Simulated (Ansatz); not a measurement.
A made-up structure of CH5AlB, doublet:

C1  (-0.668, 1.369, -0.359)
B2  (0.031, 0.053, -0.048)
Al3  (0.894, -1.725, 0.420)
H4  (-0.985, 1.478, -1.401)
H5  (-0.115, 2.262, -0.050)
H6  (-1.589, 1.344, 0.247)
H7  (0.506, 1.044, 0.290)
H8  (0.158, -2.674, 1.460)
(Å)

It is relaxed with PBE-D4/def2-SVP and then PBE0-D4/def2-TZVP (Ansatz 0.2.0). Atoms count as bonded within 1.22 times the sum of their covalent radii (H–H: 0.88 Å). The end point is not checked to be a true minimum.

(1) Does its bonding change? (A judgement: the text doesn't fix the answer.)

Results:

(1) The calculation gives: No: no bond forms or breaks.

Where it ends: The first stage lowers the energy by 3.01 eV in 16 steps. It ends as CH₅AlB ([CH3][BH][AlH]):
```json
{"atom": "C1", "x (Å)": "-0.7537", "y (Å)": "1.3481", "z (Å)": "-0.4331"}
{"atom": "B2", "x (Å)": "0.1392", "y (Å)": "0.4589", "z (Å)": "0.4971"}
{"atom": "Al3", "x (Å)": "0.6487", "y (Å)": "-1.5257", "z (Å)": "0.2734"}
{"atom": "H4", "x (Å)": "-1.3460", "y (Å)": "0.8274", "z (Å)": "-1.1865"}
{"atom": "H5", "x (Å)": "-0.1277", "y (Å)": "2.0891", "z (Å)": "-0.9473"}
{"atom": "H6", "x (Å)": "-1.4361", "y (Å)": "1.9394", "z (Å)": "0.1911"}
{"atom": "H7", "x (Å)": "0.7881", "y (Å)": "1.0077", "z (Å)": "1.3538"}
{"atom": "H8", "x (Å)": "0.3197", "y (Å)": "-2.9932", "z (Å)": "0.8094"}
```

Labels in which every atom is bracketed show which atoms are joined, not bond orders.

For scale, one of the runs: PBE0-D4/def2-TZVP relaxation, 129 basis functions, launched by `ansatz run in.yaml --threads 2 --pin off --events-out ev --progress --plain --max-ram 4352MiB`. The run took about 37 s on 2 CPU threads of an Intel Xeon Platinum 8259CL (shared host).
